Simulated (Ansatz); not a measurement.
A made-up structure of SiH₂O, closed shell:

O1  (-0.317, 0.463, 1.646)
Si2  (-0.007, 0.011, 0.039)
H3  (0.493, -1.508, -0.421)
H4  (-0.168, 1.033, -1.264)
(Å)

It is relaxed with PBE-D4/def2-SVP and then PBE0-D4/def2-TZVP (Ansatz 0.2.0). Atoms count as bonded within 1.22 times the sum of their covalent radii (H–H: 0.88 Å). The end point is not checked to be a true minimum.

(1) Does its bonding change? (Judge from chemistry; the calculation decides.)

Answers

(1) Computed: No: no bond forms or breaks.

Where it ends: The first stage lowers the energy by 0.75 eV in 5 steps. It ends as SiH₂O ([O][SiH2]):
O1  (-0.283, 0.414, 1.470)
Si2  (-0.007, 0.010, 0.035)
H3  (0.440, -1.346, -0.376)
H4  (-0.150, 0.923, -1.128)
(Å)

Labels in which every atom is bracketed show which atoms are joined, not bond orders.

For scale, one of the runs: PBE0-D4/def2-TZVP relaxation, 80 basis functions, launched by `ansatz run in.yaml --threads 2 --pin off --events-out ev --progress --plain --max-ram 4352MiB`. Hardware: 2 CPU threads of an Arm Neoverse V1, shared host. Wall time about 4 s.
